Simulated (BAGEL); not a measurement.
# CH2FNS (SMILES [H]/N=C(/F)S): levels of theory compared

Wanted: a comparison of 4 runs (B3LYP/6-31G*, B3LYP/aug-cc-pVDZ, PBE0/aug-cc-pVDZ, RI-MP2/aug-cc-pVDZ) of CH2FNS. 

The results are computed with BAGEL 1.2.2.

2 further runs of the same task are left out: 2 set aside as unsound or not needed.

**1. The system as given**

CH2FNS has 6 atoms, charge 0, and is taken as a singlet. As SMILES, `[H]/N=C(/F)S`. The shape is that of a PBE0-D4/def2-TZVP optimisation. This is one conformer, not always the lowest.

Bond lengths: N1–C2 1.243 Å, C2–F3 1.332 Å, C2–S4 1.764 Å, N1–H5 1.013 Å, S4–H6 1.341 Å. Angles: N1–C2–F3 119.1°, N1–C2–S4 133.8°, F3–C2–S4 107.1°, C2–N1–H5 113.4°, C2–S4–H6 95.2°.

**2. The energy at B3LYP/6-31G(d) (density fitting with qzvpp-jkfit, spherical functions) (run 1)**

The input, input.json:

```json
{ "bagel": [

{
  "title": "molecule",
  "basis": "6-31gs.json",
  "df_basis": "qzvpp-jkfit",
  "angstrom": true,
  "geometry": [
    { "atom": "N", "xyz": [       0.950900,      -0.133600,      -0.831100 ] },
    { "atom": "C", "xyz": [       0.296700,      -0.460400,       0.174500 ] },
    { "atom": "F", "xyz": [       0.690600,      -1.513300,       0.888300 ] },
    { "atom": "S", "xyz": [      -1.148300,       0.183500,       0.953900 ] },
    { "atom": "H", "xyz": [       0.576100,       0.677000,      -1.308300 ] },
    { "atom": "H", "xyz": [      -1.323900,       1.182700,       0.076600 ] }
  ]
},

{
  "title": "ks",
  "xc_func": "b3lyp"
},

{
  "title": "print",
  "file": "orbitals.molden",
  "orbitals": true
}

]}
```

The basis set 6-31G* is read from a file made from the Basis Set Exchange's data (not shown).

Started as:

```console
$ BAGEL_NUM_THREADS=1 BAGEL input.json > input.out
```

Output:

```text
* using 1 threads per process

  ===============================================================
  ===============================================================

  *** Geometry ***

[... 19 lines left out ...]
    * Removing 9954 points whose weight is below 1.00e-10
[... 2 lines left out ...]
  === Nuclear Repulsion ===
   155.3911460252

       - DIIS with orbital gradients will be used.

  === KS iteration (b3lyp / 6-31gs.json) ===
      0       -564.92078768          0.17414214           0.25
      1       -526.56128612          0.20284766           0.25
      2       -542.80846939          0.23361494           0.24
[... 17 lines of this table left out ...]
     20       -592.05600787          0.00000001           0.20
    * SCF iteration converged.

    * Permanent dipole moment:
           (    0.693266,    -0.863681,     0.211641) a.u.

    * METHOD: KS                                   5.10

    * METHOD: PRINT                                0.01

  ===============================================================
```

Run time: 5.7 s. Hardware: 1 thread of Intel Xeon Platinum 8488C (Sapphire Rapids), shared host; peak memory 0.27 GiB.

**3. A single-point energy at B3LYP/aug-cc-pVDZ (density fitting with qzvpp-jkfit) (run 2)**

The input, input.json:

```json
{ "bagel" : [

{
  "title" : "molecule",
  "basis" : "aug-cc-pvdz.json",
  "df_basis" : "qzvpp-jkfit",
  "angstrom" : true,
  "geometry" : [
    { "atom" : "N", "xyz" : [    0.950900,   -0.133600,   -0.831100 ] },
    { "atom" : "C", "xyz" : [    0.296700,   -0.460400,    0.174500 ] },
    { "atom" : "F", "xyz" : [    0.690600,   -1.513300,    0.888300 ] },
    { "atom" : "S", "xyz" : [   -1.148300,    0.183500,    0.953900 ] },
    { "atom" : "H", "xyz" : [    0.576100,    0.677000,   -1.308300 ] },
    { "atom" : "H", "xyz" : [   -1.323900,    1.182700,    0.076600 ] }
  ]
},
{ "title" : "ks", "xc_func" : "b3lyp" },
{ "title" : "print", "file" : "orbitals.molden", "orbitals" : true }

]}
```

The basis set aug-cc-pVDZ is read from a file made from the Basis Set Exchange's data (not shown).

Started as:

```console
$ BAGEL_NUM_THREADS=1 BAGEL input.json > input.out
```

Output:

```text
* using 1 threads per process

  ===============================================================
  ===============================================================

  *** Geometry ***

[... 19 lines left out ...]
    * Removing 9954 points whose weight is below 1.00e-10
[... 2 lines left out ...]
  === Nuclear Repulsion ===
   155.3911460252

       - DIIS with orbital gradients will be used.

  === KS iteration (b3lyp / aug-cc-pvdz.json) ===
      0       -563.05088997          0.10089012           0.35
      1       -520.37461466          0.17793829           0.34
      2       -554.25920248          0.16399951           0.34
[... 18 lines of this table left out ...]
     21       -592.12456741          0.00000000           0.34
    * SCF iteration converged.

    * Permanent dipole moment:
           (    0.759915,    -0.867607,     0.148491) a.u.

    * METHOD: KS                                   8.03

    * METHOD: PRINT                                0.02

  ===============================================================
```

It took 8.7 s on 1 thread of Intel Xeon Platinum 8488C (Sapphire Rapids), shared host; peak memory 0.42 GiB.

Run 3 isn't shown in full; the table further down has it.

**4. A single-point energy at RI-MP2/aug-cc-pVDZ (density fitting with qzvpp-jkfit) (run 4)**

The input, input.json:

```json
{ "bagel" : [

{
  "title" : "molecule",
  "basis" : "aug-cc-pvdz.json",
  "df_basis" : "qzvpp-jkfit",
  "angstrom" : true,
  "geometry" : [
    { "atom" : "N", "xyz" : [       0.950900,      -0.133600,      -0.831100 ] },
    { "atom" : "C", "xyz" : [       0.296700,      -0.460400,       0.174500 ] },
    { "atom" : "F", "xyz" : [       0.690600,      -1.513300,       0.888300 ] },
    { "atom" : "S", "xyz" : [      -1.148300,       0.183500,       0.953900 ] },
    { "atom" : "H", "xyz" : [       0.576100,       0.677000,      -1.308300 ] },
    { "atom" : "H", "xyz" : [      -1.323900,       1.182700,       0.076600 ] }
  ]
},

{ "title" : "hf", "charge" : 0 },

{ "title" : "mp2", "charge" : 0, "ncore" : 8 }

]}
```

The basis set aug-cc-pVDZ is read from a file made from the Basis Set Exchange's data (not shown).

Started as:

```console
$ BAGEL_NUM_THREADS=1 BAGEL input.json > input.out
```

Output:

```text
* using 1 threads per process

  ===============================================================
  ===============================================================

  *** Geometry ***

[... 30 lines left out ...]
    * SCF iteration converged.
[... 1 line left out ...]
    * Permanent dipole moment:
[... 2 lines left out ...]
    * METHOD: HF                                   1.22

  *** RHF ***

  === Nuclear Repulsion ===
   155.3911460252

      * DIIS with orbital gradients will be used.

  === RHF iteration (aug-cc-pvdz.json) ===
      0       -590.45928106          0.00000000           0.06
    * SCF iteration converged.

    * Permanent dipole moment:
           (    0.838167,    -0.952413,     0.158997) a.u.

  === DF-MP2 calculation ===

    * freezing 8 orbitals
    * 3-index integral transformation done
    * assembly done

      MP2 correlation energy:   -0.6502692716      0.05

      MP2 total energy:       -591.1095503290

    * METHOD: MP2                                  0.18

  ===============================================================
```

Run time: 1.8 s. Hardware: 1 thread of Intel Xeon Platinum 8488C (Sapphire Rapids), shared host; peak memory 0.13 GiB.

**5. All runs side by side**

```
run                                                                 level  frozen core orbitals  energy (Eh)  dipole moment (D)  HOMO energy (eV)  LUMO energy (eV)  wall time
  1  B3LYP/6-31G* (density fitting with qzvpp-jkfit, spherical functions)                     –  -592.056008               2.87             -7.53             -0.31      5.7 s
  2                  B3LYP/aug-cc-pVDZ (density fitting with qzvpp-jkfit)                     –  -592.124567               2.96             -7.79             -1.02      8.7 s
  3                   PBE0/aug-cc-pVDZ (density fitting with qzvpp-jkfit)                     –  -591.768838               2.95             -8.02             -0.74        9 s
  4                 RI-MP2/aug-cc-pVDZ (density fitting with qzvpp-jkfit)                     8  -591.109550                  –                 –                 –      1.8 s
```

**6. Results**

```
                                          quantity          value
                               run 4: total energy  -591.10955 Eh
run 4: correlation energy (8 core orbitals frozen)     -650.3 mEh
```

In words: Over runs 1, 2, 3 the dipole moment (its size) runs from 2.87 D (B3LYP/6-31G*) to 2.96 D (B3LYP/aug-cc-pVDZ). Over runs 1, 2, 3 the HOMO–LUMO gap runs from 6.77 eV (B3LYP/aug-cc-pVDZ) to 7.27 eV (PBE0/aug-cc-pVDZ). Totals of different functionals can't be ranked against each other. All runs together took 25 s, the longest 9 s.
